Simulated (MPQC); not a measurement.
# CH3Li (SMILES [Li][CH3]) at 3 levels

Aim: a comparison of 3 runs (HF/STO-3G, MP2/6-31G**, MP2/def2-TZVP) of CH3Li. 

The results are computed with MPQC 2.3.1.

1 further run of the same task is left out (set aside as unsound or not needed).

### Step 1. The molecule

CH3Li: 5 atoms, total charge 0, spin state singlet. As SMILES, `[Li][CH3]`. The shape comes from GFN2-xTB, which is rough for such elements, and wasn't checked as a minimum.

Bond lengths: Li1–C2 1.914 Å, C2–H3 1.095 Å, C2–H4 1.095 Å, C2–H5 1.094 Å. Angles: Li1–C2–H3 113.6°, Li1–C2–H4 113.0°, Li1–C2–H5 113.9°, H3–C2–H4 105.1°, H3–C2–H5 105.2°, H4–C2–H5 105.2°.

### Step 2. Energy and forces at HF/STO-3G (run 1)

Contents of input.in:

```
molecule<Molecule>: (
    symmetry = c1
    unit = angstrom
    { atoms geometry } = {
        Li [ 1.377040 0.855360 -0.766380 ]
        C  [ -0.094160 -0.057620 0.049000 ]
        H  [ -0.101800 -1.135390 -0.142260 ]
        H  [ -0.106170 0.039000 1.140100 ]
        H  [ -1.074900 0.298640 -0.280460 ]
    }
)
basis<GaussianBasisSet>: (
    name = "STO-3G"
    molecule = $:molecule
    basisdir = "."
    puream = yes
)
mpqc: (
    checkpoint = no
    savestate = no
    restart = no
    do_energy = yes
    do_gradient = yes
    optimize = no
    mole<CLHF>: (
        molecule = $:molecule
        basis = $:basis
        total_charge = 0
        memory = 1000000000
        print_evals = yes
        print_npa = yes
        maxiter = 120
        value_accuracy = 1e-08
        guess_wavefunction<CLHF>: (
            molecule = $:molecule
            total_charge = 0
            memory = 1000000000
            value_accuracy = 1e-3
            basis<GaussianBasisSet>: (
                name = "STO-2G"
                molecule = $:molecule
            )
        )
    )
)
```

The basis set STO-3G is read from a file made from the Basis Set Exchange's data (not shown).

Command:

```
$ mpqc -o input.out input.in
```

The program printed:

```text
MPQC: Massively Parallel Quantum Chemistry
[...]
  LUMO is     7   A =   0.087221
  total scf energy =  -46.4197418956
[...]
Value of the MolecularEnergy:  -46.4197418956
  Gradient of the MolecularEnergy:
      1   -0.0134588638
      2   -0.0084121561
      3    0.0077115056
      4    0.0220831161
      5    0.0140699796
      6   -0.0135478911
      7   -0.0002283952
      8   -0.0093378451
      9   -0.0015281125
     10   -0.0000116886
     11    0.0009127187
     12    0.0099440320
[...]
      symmetry = c1
[...]
```

Run time: 0.12 s. Hardware: 1 thread of Arm Neoverse V2, shared host.

### Step 3. Energy and forces at MP2/6-31G(d,p) (spherical functions) (run 2)

Contents of input.in:

```
molecule<Molecule>: (
   symmetry = c1
   unit = bohr
   { atoms geometry } = {
      Li [ 2.60222846     1.61639614    -1.44824831 ]
      C  [ -0.17793661    -0.10888602     0.09259658 ]
      H  [ -0.19237412    -2.14557614    -0.26883244 ]
      H  [ -0.20063222     0.07369932     2.15447675 ]
      H  [ -2.03126661     0.56434781    -0.52999259 ]
   }
)
basis<GaussianBasisSet>: (
   name = "6-31G**"
   molecule = $:molecule
   basisdir = "."
   puream = yes
)
mpqc: (
   checkpoint = no
   savestate = no
   restart = no
   do_energy = yes
   do_gradient = yes
   optimize = no
   mole<MBPT2>: (
      molecule = $:molecule
      basis = $:basis
      memory = 1000000000
      method = mp
      nfzc = 1
      reference<CLHF>: (
         molecule = $:molecule
         basis = $:basis
         total_charge = 0
         memory = 1000000000
         print_evals = yes
         maxiter = 120
         value_accuracy = 1e-08
         guess_wavefunction<CLHF>: (
            molecule = $:molecule
            total_charge = 0
            memory = 1000000000
            value_accuracy = 1e-3
            basis<GaussianBasisSet>: (
               name = "3-21G"
               molecule = $:molecule
            )
         )
      )
   )
)
```

The basis set 6-31G** is read from a file made from the Basis Set Exchange's data (not shown).

Command:

```
$ mpqc input.in > input.out
```

The program printed:

```text
MPQC: Massively Parallel Quantum Chemistry
[...]
  LUMO is     7   A =   0.013721
  total scf energy =  -47.0197648645
[...]
  MP2 correlation energy [au]:         -0.165973216849
  MP2 energy [au]:                    -47.185738081321
[...]
Value of the MolecularEnergy:  -47.1857380813
  Gradient of the MolecularEnergy:
      1   -0.0100582461
      2   -0.0062724405
      3    0.0057050393
      4    0.0127906405
      5    0.0081578644
      6   -0.0078679961
      7   -0.0014505703
      8    0.0005524459
      9    0.0010854793
     10   -0.0012994672
     11   -0.0009265186
     12   -0.0002819863
[...]
        symmetry = c1
[...]
```

Wall time 2.5 s (1 thread of Arm Neoverse V2, shared host); peak memory 0.11 GiB.

### Step 4. Energy and gradient at MP2/def2-TZVP (run 3)

Contents of run.in:

```
molecule<Molecule>: (
    symmetry = c1
    unit = angstrom
    { atoms geometry } = {
        Li [ 1.377040 0.855360 -0.766380 ]
        C  [ -0.094160 -0.057620 0.049000 ]
        H  [ -0.101800 -1.135390 -0.142260 ]
        H  [ -0.106170 0.039000 1.140100 ]
        H  [ -1.074900 0.298640 -0.280460 ]
    }
)
basis<GaussianBasisSet>: (
    name = "def2-TZVP"
    molecule = $:molecule
    basisdir = "."
    puream = yes
)
mpqc: (
    checkpoint = no
    savestate = no
    restart = no
    do_energy = yes
    do_gradient = yes
    optimize = no
    mole<MBPT2>: (
        molecule = $:molecule
        basis = $:basis
        memory = 1000000000
        method = mp
        nfzc = 1
        reference<CLHF>: (
            molecule = $:molecule
            basis = $:basis
            total_charge = 0
            memory = 1000000000
            print_evals = yes
            maxiter = 120
            value_accuracy = 1e-08
            guess_wavefunction<ExtendedHuckelWfn>: (
                molecule = $:molecule
                total_charge = 0
                multiplicity = 1
                basis<GaussianBasisSet>: (
                    name = "STO-3G"
                    molecule = $:molecule
                )
            )
        )
    )
)
```

The basis set def2-TZVP is read from a file made from the Basis Set Exchange's data (not shown).

Command:

```
$ mpqc -o run.out run.in
```

The program printed:

```text
MPQC: Massively Parallel Quantum Chemistry
[...]
  CLSCF::init: total charge = 0
[...]
  nbasis = 63
[...]
  iter     1 energy =  -44.6120380463 delta = 4.60776e-02
[...]
  LUMO is     7   A =   0.008856
  total scf energy =  -47.0351092171
[...]
  MP2 correlation energy [au]:         -0.227971907017
  MP2 energy [au]:                    -47.263081124160
[...]
Value of the MolecularEnergy:  -47.2630811242
  Gradient of the MolecularEnergy:
      1   -0.0073179343
      2   -0.0045697702
      3    0.0041762355
      4    0.0063099037
      5    0.0041187717
      6   -0.0042120220
      7   -0.0004365285
      8    0.0019760003
      9    0.0006676100
     10   -0.0003030983
     11   -0.0003869014
     12   -0.0016668607
[...]
        symmetry = c1
[...]
```

It took 15 s on 1 thread of Arm Neoverse V2, shared host; peak memory 0.47 GiB.

### Step 5. The series

| run | level | starting guess | frozen core orbitals | energy (Eh) | HOMO energy (eV) | LUMO energy (eV) | HOMO–LUMO gap (eV) | wall time |
| --- | --- | --- | --- | --- | --- | --- | --- | --- |
| 1 | HF/STO-3G | STO-2G | – | -46.419742 | -6.68 | 2.37 | 9.06 | 0.12 s |
| 2 | MP2/6-31G** (spherical functions) | 3-21G | 1 | -47.185738 | -7.78 | 0.37 | 8.15 | 2.5 s |
| 3 | MP2/def2-TZVP | huckel STO-3G | 1 | -47.263081 | -7.90 | 0.24 | 8.14 | 15 s |

### Step 6. What came out

| quantity | value |
| --- | --- |
| run 3: total energy | -47.26308 Eh |
| run 3: HOMO energy (Hartree–Fock orbitals) | -7.90 eV |
| run 3: LUMO energy (Hartree–Fock orbitals) | 0.24 eV |
| run 3: HOMO–LUMO gap (Hartree–Fock orbitals) | 8.14 eV |
| run 3: correlation energy (1 core orbital frozen) | -228.0 mEh |
| run 3: largest force on an atom | 0.493 eV/Å |

In words: In run 1 the basis is minimal, so the values are rough. All runs together took 17 s, the longest 15 s.
